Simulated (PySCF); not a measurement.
Gas-phase reaction: 2 BH₂F + 2 HF → B₂H₆ + 4 F

Energies from PySCF (xtb for GFN2), thermal terms from the rigid-rotor harmonic-oscillator model, ideal gas at 1 bar. † marks an energy on the PBE0/def2-TZVP geometry and frequencies; other levels use their own. MP2 freezes the core. Open shells (unrestricted): F (multiplicity 2, electronic degeneracy 6); the rest are closed-shell singlets. GFN2 has no spin-polarisation term. Spin-orbit splitting is ignored; it lowers the true energy and changes the entropy of F. B3LYP is the form with VWN-RPA correlation. BH₂F: computed as isolated molecules; such fragments, hydroxides, amides, oligomers or adducts are transient or little studied in the gas. MP2 isn't extrapolated to the basis-set limit; its ΔH°(298 K) is 1502.2 kJ in def2-SVP and 1584.5 kJ in def2-TZVPP. The harmonic model lacks anharmonicity and excited electronic states, which grow with temperature; levels with a mode under 35 cm⁻¹ are left out.

```tsv
level	ΔE electronic, kJ	ΔH°(298 K), kJ	ΔS°(298 K), J/K	ΔG°(1800 K), kJ
B3LYP/def2-TZVP†	1485	1481	82	1303
BLYP/def2-TZVP†	1530	1526	82	1348
GFN2-xTB	1348	1341	82	1161
MP2/def2-TZVPP†	1588	1584	82	1406
PBE/def2-SVP	1528	1523	83	1339
PBE0/def2-TZVP	1445	1441	82	1262
LDA/def2-TZVP†	1745	1741	82	1563
ωB97M-V/def2-TZVP†	1488	1484	82	1306
ωB97X-V/def2-TZVP†	1474	1470	82	1292
```
ΔH° is lowest at GFN2-xTB and highest at LDA/def2-TZVP†. No reference value is set beside these.
